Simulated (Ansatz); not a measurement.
Worked example: Mg(CH3)2 → Mg(CH2)(CH3) + H

Species: Mg(CH3)2, singlet; Mg(CH2)(CH3), doublet; H atom, doublet. 

Shapes, held fixed at every level: PBE0-D4/def2-TZVP. Programs: Ansatz 0.2.0. Electronic energies: no zero-point or thermal term.

At CCSD(T)/def2-TZVPP; 1 Eh = 2625.50 kJ/mol:

| species | energy (Eh) |
| --- | --- |
| Mg(CH3)2 | -279.473930 |
| Mg(CH2)(CH3) | -278.808536 |
| H | -0.499810 |

Question: Work out ΔE of the reaction at this level.

Answer: 
1. Products less reactants: (-278.808536) + (-0.499810) − [(-279.473930)] = 0.165584 Eh = +434.7 kJ/mol.

Other levels give +425.4 (CCSD(T)/def2-SVP) to +488.0 kJ/mol (SPW92/def2-TZVPP). No measured value is set beside it here. Open shells run unrestricted unless RO is named. Correlated rows may include outer-core shells of Mg, which these sets cover unevenly.
